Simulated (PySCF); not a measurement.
Methanimine, CH3N.
SMILES: `N=C`

Level of theory: TDDFT CAM-B3LYP/def2-SVPD, vertical, gas phase, core orbitals frozen in the response in PySCF 2.14.0, density-fitted response routines. Isolated species at its GFN2-xTB geometry, gas phase.

Computed states:

```json
{"state": "S1", "E (eV)": "5.02", "f": "0.0021"}
{"state": "S2", "E (eV)": "7.24", "f": "0.0040"}
{"state": "S3", "E (eV)": "8.25", "f": "0.068"}
{"state": "S4", "E (eV)": "8.92", "f": "0.220"}
{"state": "S5", "E (eV)": "9.19", "f": "0.051"}
{"state": "S6", "E (eV)": "9.51", "f": "0.249"}
{"state": "S7", "E (eV)": "9.58", "f": "0.0001"}
{"state": "S8", "E (eV)": "10.21", "f": "0.0021"}
```

Each state is given a Gaussian of 0.3 eV full width at half maximum, with ε(max) = 2.175×10⁸ f / Δν̃ (Δν̃ the width in cm⁻¹). The cross-section is σ = 3.8235×10⁻²¹ ε cm², given in Mb (10⁻¹⁸ cm²). The width is an assumption, not a result. The curve ends short of the highest state used, and states not computed would add to its high-energy end.

Q: Give the broadened spectrum and its maxima.

A: 
E (eV), σ (Mb) and a bar:
```
     4.57       0.00 
     4.74       0.07 
     4.91       0.50 
     5.09       0.60 
     5.26       0.11 
     5.44       0.00 
     5.61       0.00 
     5.78       0.00 
     5.96       0.00 
     6.13       0.00 
     6.31       0.00 
     6.48       0.00 
     6.65       0.00 
     6.83       0.01 
     7.00       0.22 
     7.18       1.21 
     7.35       0.98 
     7.52       0.13 
     7.70       0.00 
     7.87       0.29 
     8.05       6.97 ###
     8.22      22.68 #########
     8.39      12.46 #####
     8.57       2.53 #
     8.74      26.66 ##########
     8.92      77.50 ##############################
     9.09      45.57 ##################
     9.26      29.39 ###########
     9.44      75.54 #############################
     9.61      63.73 #########################
```

Maxima: 247 nm (5.02 eV), ε about 180, made up of S1 (100%); 171 nm (7.25 eV), ε about 360, made up of S2 (100%); 150 nm (8.25 eV), ε about 6100, made up of S3 (100%); 139 nm (8.93 eV), ε about 20000, made up of S4 (97%); 130 nm (9.51 eV), ε about 23000, made up of S6 (99%) (ε in L mol⁻¹ cm⁻¹; maxima over ε = 5, shares over 10%).

Q: On this curve, what absorbance would a 10⁻⁴ mol/L sample give at 248 nm over a 1 cm path?

A: 248 nm is 4.999 eV, where ε is about 180 L mol⁻¹ cm⁻¹, so A = ε c l ≈ 0.018 (Beer–Lambert, with the gas-phase spectrum and the assumed width).

Q: What would ε be at 9.51 eV, the highest of these maxima, with half the width (0.15 eV)?

A: About 44700 L mol⁻¹ cm⁻¹ against 22600, a factor of about 1.98; a lone state at its own centre would give exactly 2.

Q: Coming from long wavelengths, where does ε first pass 100 L mol⁻¹ cm⁻¹?

A: At about 254 nm (4.88 eV), 0.14 eV below S1.
